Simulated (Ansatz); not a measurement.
**quartet AlClH2N: levels of theory compared**

We compute a comparison of 3 runs (UHF/3-21G, UHF/aug-cc-pVDZ, UMP2/aug-cc-pVDZ) of quartet AlClH2N. 

The calculation is run with Ansatz 0.2.0.

## 1. The molecule

AlClH2N has 5 atoms, charge 0, and is taken as a quartet. SMILES of the parent species: `[NH2][Al][Cl]`. The coordinates come from a PBE0-D4/def2-TZVP relaxation. That shape belongs to the parent species and isn't relaxed for this state.

Bond lengths: N1–Al2 1.765 Å, Al2–Cl3 2.116 Å, N1–H4 1.007 Å, N1–H5 1.009 Å. Angles: N1–Al2–Cl3 116.7°, Al2–N1–H4 124.9°, Al2–N1–H5 124.1°, H4–N1–H5 111.0°.

## 2. The energy at UHF/3-21G (run 1)

run.yaml

```yaml
crystal:
  periodic: [false, false, false]
  atoms:
    - symbol: N
      position_ang: [-0.549400, 0.461700, -0.232000]
    - symbol: Al
      position_ang: [0.402600, -0.291600, 1.049100]
    - symbol: Cl
      position_ang: [1.907000, -1.649700, 0.440800]
    - symbol: H
      position_ang: [-1.293600, 1.123300, -0.083500]
    - symbol: H
      position_ang: [-0.416600, 0.282700, -1.215900]
basis:
  gaussian:
    orbitals: 3-21G.json
hamiltonian:
  xc: hf
output:
  orbitals: {seedname: orbitals}
accuracy: high
magnetization:
  spin_polarized: true
  initial_magnetization: 3
```

The basis set 3-21G is read from a file made from the Basis Set Exchange's data (not shown).

On the command line:

```console
$ ansatz run run.yaml --threads 1 --pin off --max-ram 2610MiB --events-out events.jsonl --progress --plain --runs-dir runs
```

The log of the run:

```text
Warning: RAYON_NUM_THREADS=1 ignored (pool sized by the plan → 1); use --threads N
Functional definition: HF
  name "HF"
  exchange = exact_x
  correlation = 0
860 factors; integrals over basis functions are off by at most 6.0e-9 eV
mean field evaluation 1: about -20492.1546 eV, gradient 1.2e1 eV
mean field evaluation 2: about -20492.3470 eV, gradient 1.2e1 eV
mean field evaluation 4: about -20493.9357 eV, gradient 1.8e0 eV
mean field evaluation 8: about -20494.0035 eV, gradient 2.3e-1 eV
mean field evaluation 16: about -20494.0048 eV, gradient 1.2e-8 eV
mean field evaluation 32: about -20490.8034 eV, gradient 2.4e0 eV
mean field -20494.00484684 eV, -753.1407867859 hartree, gradient 3.1e-8 eV, S^2 3.758990; 1 other end points of the search recorded, 0 dependent functions left out
reference -20494.00484684 eV, -753.1407867859 hartree; 21, 18 occupied and 18, 21 virtual orbitals, 860 factors
Total energy: -20494.00484684 eV, -753.1407867859 hartree
```

It took 1.4 s on 1 thread of Arm Neoverse N1, shared host; peak memory 0.13 GiB.

## 3. A single-point energy at UHF/aug-cc-pVDZ (run 2)

run.yaml

```yaml
crystal:
  periodic: [false, false, false]
  atoms:
    - {symbol: N, position_ang: [-0.549400, 0.461700, -0.232000]}
    - {symbol: Al, position_ang: [0.402600, -0.291600, 1.049100]}
    - {symbol: Cl, position_ang: [1.907000, -1.649700, 0.440800]}
    - {symbol: H, position_ang: [-1.293600, 1.123300, -0.083500]}
    - {symbol: H, position_ang: [-0.416600, 0.282700, -1.215900]}
basis:
  gaussian: {orbitals: aug-cc-pVDZ}
hamiltonian: {xc: hf}
output: {orbitals: {seedname: orbitals}}
accuracy: high
magnetization: {spin_polarized: true, initial_magnetization: 3}
```

On the command line:

```console
$ ansatz run run.yaml --threads 1 --pin off --max-ram 2610MiB --events-out events.jsonl --progress --plain --runs-dir runs
```

The log of the run (excerpt; [...] marks lines left out):

```text
Warning: RAYON_NUM_THREADS=1 ignored (pool sized by the plan → 1); use --threads N
[... 2 set-up lines as earlier in the session ...]
[...]
1868 factors; integrals over basis functions are off by at most 3.7e-9 eV
[...]
mean field -20598.53553022 eV, -756.9822185468 hartree, gradient 2.6e-8 eV, S^2 3.760260; 2 other end points of the search recorded, 0 dependent functions left out
reference -20598.53553022 eV, -756.9822185468 hartree; 21, 18 occupied and 74, 77 virtual orbitals, 1868 factors
Total energy: -20598.53553022 eV, -756.9822185468 hartree
```

Wall time 29 s (1 thread of Arm Neoverse N1, shared host); peak memory 0.43 GiB.

## 4. The energy at UMP2/aug-cc-pVDZ (run 3)

run.yaml

```yaml
crystal:
  periodic: [false, false, false]
  atoms:
    - symbol: "N"
      position_ang: [-0.549400, 0.461700, -0.232000]
    - symbol: Al
      position_ang: [0.402600, -0.291600, 1.049100]
    - symbol: Cl
      position_ang: [1.907000, -1.649700, 0.440800]
    - symbol: H
      position_ang: [-1.293600, 1.123300, -0.083500]
    - symbol: H
      position_ang: [-0.416600, 0.282700, -1.215900]
basis:
  gaussian:
    orbitals: aug-cc-pVDZ
accuracy: high
magnetization:
  spin_polarized: true
  initial_magnetization: 3
correlation:
  method: mp2
  frozen_orbitals: {Al: 5, Cl: 5, H: 0, "N": 1}
```

On the command line:

```console
$ ansatz run run.yaml --threads 1 --pin off --max-ram 2610MiB --events-out events.jsonl --progress --plain --runs-dir runs
```

The log of the run (excerpt; [...] marks lines left out):

```text
Warning: RAYON_NUM_THREADS=1 ignored (pool sized by the plan → 1); use --threads N
[... 2 set-up lines as earlier in the session ...]
[...]
1868 factors; integrals over basis functions are off by at most 3.7e-9 eV
[...]
mean field -20598.53553022 eV, -756.9822185468 hartree, gradient 2.6e-8 eV, S^2 3.760260; 8 other end points of the search recorded, 0 dependent functions left out
11 core orbitals not correlated: weight in the atoms' cores, before any rotation towards them, 1.000 or more for the frozen orbitals, at most 0.000 for the correlated occupied ones
reference -20598.53553022 eV, -756.9822185468 hartree; 10, 7 occupied and 74, 77 virtual orbitals, 1868 factors
second order -8.82750958 eV of doubles, -0.00000000 eV of singles
Total energy: -20607.36303981 eV, -757.3066235405 hartree
```

Wall time 27 s (1 thread of Arm Neoverse N1, shared host); peak memory 0.43 GiB.

## 5. All runs side by side

| run | level | frozen core orbitals | energy (Eh) | HOMO energy (eV) | LUMO energy (eV) | ⟨S²⟩ | wall time |
| --- | --- | --- | --- | --- | --- | --- | --- |
| 1 | UHF/3-21G | – | -753.140787 | -5.11 | -0.64 | 3.759 | 1.4 s |
| 2 | UHF/aug-cc-pVDZ | – | -756.982219 | -5.17 | -1.18 | 3.760 | 29 s |
| 3 | UMP2/aug-cc-pVDZ | 11 | -757.306624 | – | – | 3.760 | 27 s |

## 6. Summary of results

| quantity | value |
| --- | --- |
| run 3: total energy | -757.30662 Eh |
| run 3: correlation energy (11 core orbitals frozen) | -324.4 mEh |
| run 3: ⟨S²⟩ | 3.760 |

In words: All runs together took 57 s, the longest 29 s.
